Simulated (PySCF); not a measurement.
CO2-: computed EPR parameters against published values

Compound: CO2-, CO₂ (charge -1 and doublet state).
Numbering: `[O:1]=[C:2][O-:3]`

Method used: UKS B3LYP, IGLO-III on C O, non-relativistic, mean-field spin-orbit, GIAO (PySCF). Isolated species at its PBE0-D3(BJ)/def2-SVP geometry, gas phase. Whether the extra electron is bound in the gas phase wasn't checked; a finite basis holds it in any case.

```csv
g shift,computed (ppt),published (ppt),difference,source
Δg1 (in rising order),-5.10,-5.00,-0.10,[1]
Δg2 (in rising order),-0.66,-0.60,-0.06,[1]
Δg3 (in rising order),1.08,1.30,-0.22,[1]
```

Sources: [1] computed, CCSD (linear response), gas; Kaehler, Cebreiro-Gallardo, Pokhilko, Casanova, Krylov, State-interaction approach for evaluating g-tensors within EOM-CC and RAS-CI frameworks: theory and benchmarks.

The largest Mulliken spin population is on C2 (+0.91).

The unrestricted determinant has ⟨S²⟩ = 0.7533 (exact 0.7500), so spin contamination is small.
